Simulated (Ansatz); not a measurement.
# BClSi: the cost of one run

Method: single points in def2-TZVPP; program: Ansatz 0.2.0, Gaussian basis.

Cores are frozen in the correlated methods.

1 further run of the same task is left out (it didn't finish).

## (1) The starting structure

SMILES `B#[Si]Cl`, 3 atoms, charge 0, spin multiplicity 1.

Atoms are counted from 1 here; the program's logs count them from 0.

Bond lengths: B1–Si2 2.186 Å, Si2–Cl3 2.001 Å. Angles: B1–Si2–Cl3 171.4°.

Geometry (Å):

```xyz
3
BClSi
B    -1.7375    1.0262   -0.8361
Si   -0.0405   -0.0910   -0.0307
Cl    1.6207   -0.8447    0.7909
```

## (2) PBE-D4/def2-TZVPP

The input, run/in.yaml:

```yaml
crystal:
  periodic: [false, false, false]
  atoms:
    - {symbol: B, position_ang: [-1.737505, 1.026205, -0.836140]}
    - {symbol: Si, position_ang: [-0.040515, -0.091007, -0.030682]}
    - {symbol: Cl, position_ang: [1.620665, -0.844742, 0.790857]}
basis:
  gaussian: {orbitals: def2-TZVPP}
hamiltonian: {xc: pbe, dispersion: d4}
output: {forces: true}
```

Run with:

```bash
$ ansatz run in.yaml --threads 2 --pin off --events-out ev --progress --plain --max-ram 3481MiB
```

**Question.** How long does this run take on 2 threads of Arm Neoverse V1, shared host, and how much memory does it need?

About 9 s, with a peak of 0.17 GiB.
